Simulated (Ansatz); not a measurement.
# ClHSSi (SMILES S=[SiH]Cl): functionals against CCSD(T) at one geometry

One table from this session's results is given with a row withheld; the runs are named, their logs left out.

Method: single points in def2-TZVPP; program: Ansatz 0.2.0, Gaussian basis.

Cores are frozen in the correlated methods.

### Where the work starts

4 atoms, charge 0, spin multiplicity 1.

Atoms are counted from 1 here; the program's logs count them from 0.

Bond lengths: S1–Si2 2.002 Å, Si2–Cl3 2.060 Å, Si2–H4 1.546 Å. Angles: S1–Si2–Cl3 126.8°, S1–Si2–H4 129.8°, Cl3–Si2–H4 102.8°.

As a file:

```mol
ClHSSi
  3D, bonds by distance, orders not assigned

  4  3  0  0  0  0  0  0  0  0999 V2000
   -1.8746   -0.6676    0.1801 S   0  0
   -0.0429    0.1213    0.0094 Si  0  0
    1.7436   -0.7968    0.4658 Cl  0  0
    0.4111    1.4302   -0.6769 H   0  0
  1  2  8  0
  2  3  8  0
  2  4  8  0
M  END
```

Set-up of the first run:

The input, run/in.yaml:

```yaml
crystal:
  periodic: [false, false, false]
  atoms:
    - {symbol: S, position_ang: [-1.874600, -0.667600, 0.180100]}
    - {symbol: Si, position_ang: [-0.042900, 0.121300, 0.009400]}
    - {symbol: Cl, position_ang: [1.743600, -0.796800, 0.465800]}
    - {symbol: H, position_ang: [0.411100, 1.430200, -0.676900]}
basis:
  gaussian: {orbitals: def2-TZVPP}
correlation: {method: ccsd_t}
output: {forces: true}
```

The command line of these runs was not kept.

Among the steps run: CCSD(T)/def2-TZVPP; PBE0-D4/def2-TZVPP; wB97M-V/def2-TZVPP; r2SCAN-D4/def2-TZVPP; PBE-D4/def2-TZVPP; revPBE-D4/def2-TZVPP; B97M-V/def2-TZVPP.

One table of the session follows, with a row left open; its other results are not shown here.

```
   method  RMS force component (eV/Å)  angle to CCSD(T) forces (°)  dipole (D)
  CCSD(T)                       0.676                    reference        2.14
  PBE0-D4                       0.754                          8.8        2.30
  wB97M-V                           ?                            ?           ?
r2SCAN-D4                       0.706                          6.5        2.22
   PBE-D4                       0.562                          8.8        2.07
revPBE-D4                       0.539                         10.9        2.07
   B97M-V                       0.787                         10.8        2.14
```

Q: Estimate the row for wB97M-V from the others.

As computed: RMS force component (eV/Å): 0.821; angle to CCSD(T) forces (°): 6.6; dipole (D): 2.37. In the column «RMS force component (eV/Å)» it is the highest.
